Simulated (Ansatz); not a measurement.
Candidates: zinc-blende GaSb, zinc-blende CdS (metastable phase), cubic BN, 3C-SiC, zinc-blende CuI, zinc-blende MgS (metastable phase). Level: r²SCAN+rVV10 in Ansatz (PAW).

Ansatz's runs of these crystals have no spin polarisation.

Spin–orbit coupling is left out, also for the solids with elements from indium on (zinc-blende GaSb, zinc-blende CuI); its size isn't shown.

Ansatz's density-functional and Hartree–Fock values are scalar-relativistic unless marked +SOC, with PAW data made under PBE.

### Question
Which of them have a computed equilibrium lattice constant a between 5 and 5.9 Å?

### Answer
zinc-blende CdS (metastable phase), zinc-blende MgS (metastable phase). The values: zinc-blende GaSb 6.105 Å; zinc-blende CdS (metastable phase) 5.850 Å; cubic BN 3.607 Å; 3C-SiC 4.352 Å; zinc-blende CuI 5.979 Å; zinc-blende MgS (metastable phase) 5.647 Å.

Ansatz is an electronic-structure program.
